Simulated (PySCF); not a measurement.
**EPR parameters of C5H8N**

Compound: C5H8N (doublet state).
Geometry (GFN2-xTB, Å), atoms numbered from 1 in this order:
```xyz
14
C5H8N angstrom
C      2.4956   -0.9844    0.3062
C      1.6275   -0.2169    0.6776
C      0.6400    0.6353    1.0708
C     -0.1518    1.4270    0.0940
C     -0.8219    0.5285   -0.9812
N     -1.7854   -0.4201   -0.4744
H      3.2521   -1.6439    0.0037
H      0.4058    0.7000    2.1224
H      0.4986    2.1273   -0.4425
H     -0.9191    2.0052    0.6149
H     -1.3325    1.1697   -1.7048
H     -0.0428   -0.0339   -1.5016
H     -1.3371   -1.0675    0.1656
H     -2.5296    0.0533    0.0271
```

The hyperfine couplings belong to this conformer and change with its torsions.

As a line formula: `C#C[CH]CCN` [radical].

Theory: UKS B3LYP, pcH-1 on C H N, non-relativistic, mean-field spin-orbit, GIAO in PySCF 2.14.0. Isolated species at its GFN2-xTB geometry (one conformer only). The geometry wasn't refined by DFT: couplings that depend on bond lengths, twists or pyramidal angles can differ widely from those at the functional's own minimum. Stability of the SCF solution: not tested.

- g1, g2, g3: 2.00219, 2.00283, 2.00340
- g_iso: 2.00280
- Form of g: rhombic: the two nearest values differ by 47 % of g3 − g1
- ⟨S²⟩: 0.7679 (exact 0.7500)
- α and β electrons: 23, 22
- Total energy: -250.00535 Eh
- Basis functions: 230

Isotropic coupling and dipolar principal values T1 to T3, in MHz; ρ(0) is the spin density at the nucleus:

| atom | isotope | a_iso | T1 | T2 | T3 | Mulliken spin population | ρ(0) (bohr⁻³) |
| --- | --- | --- | --- | --- | --- | --- | --- |
| C1 | 13C | 42.6 | -42.7 | -31.9 | 74.6 | 0.53 | 0.0379 |
| C2 | 13C | -63.2 | -20.8 | -1.3 | 22.1 | -0.26 | -0.0563 |
| C3 | 13C | 66.3 | -61.6 | -60.7 | 122.3 | 0.77 | 0.0590 |
| C4 | 13C | -26.9 | -1.6 | 0.5 | 1.1 | -0.06 | -0.0240 |
| C5 | 13C | 36.1 | -4.1 | -3.6 | 7.7 | 0.03 | 0.0321 |
| N6 | 14N | 1.0 | -0.3 | 0.0 | 0.3 | 0.00 | 0.0031 |
| H7 | 1H | -40.1 | -19.1 | -1.5 | 20.5 | -0.02 | -0.0090 |
| H8 | 1H | -53.6 | -28.6 | -0.5 | 29.2 | -0.04 | -0.0120 |
| H9 | 1H | 90.3 | -3.8 | -2.7 | 6.5 | 0.04 | 0.0202 |
| H10 | 1H | 2.2 | -3.7 | -2.8 | 6.5 | 0.00 | 0.0005 |
| H11 | 1H | 2.1 | -2.5 | -1.4 | 3.9 | 0.00 | 0.0005 |
| H12 | 1H | -3.0 | -3.4 | -0.4 | 3.8 | 0.00 | -0.0007 |
| H13 | 1H | -0.3 | -3.4 | -2.7 | 6.0 | 0.00 | -0.0001 |
| H14 | 1H | 0.7 | -1.5 | -1.3 | 2.8 | 0.00 | 0.0002 |

The Mulliken spin populations are largest on C3 (+0.77), C1 (+0.53), C2 (-0.26) and C4 (-0.06). The angles at C3 add up to 360.0°, so it is planar; its axial dipolar tensor and the negative coupling of its proton fit spin in a p orbital normal to that plane.

Axes: g3 points within 9° of the C1–C2 bond.

Under fast tumbling the dipolar parts average out, and these isotropic splittings remain: 1 × 1H (H8, I = 1/2, 2 lines) with 1.91 mT, 2 × 1H (H9/H10, I = 1/2, 3 lines) with 1.65 mT, 1 × 1H (H7, I = 1/2, 2 lines) with 1.43 mT and 1 × 14N (N6, I = 1, 3 lines) with 0.04 mT.

Means are taken over nuclei equivalent by connectivity, which assumes that they swap fast. The 1H value of +46.3 MHz is a mean of couplings from 2.2 to 90.3 MHz in this one geometry, not an average over conformers.

The 13C coupling of C3 (66.3 MHz) shows only in satellite lines or after enrichment, since that isotope makes up about 1.07 % of natural carbon.

On one thread, Arm Neoverse V1 (aarch64), shared host, this took 40 s of wall time (with the writing of density and orbital grids) and 0.84 GiB of memory at its peak.
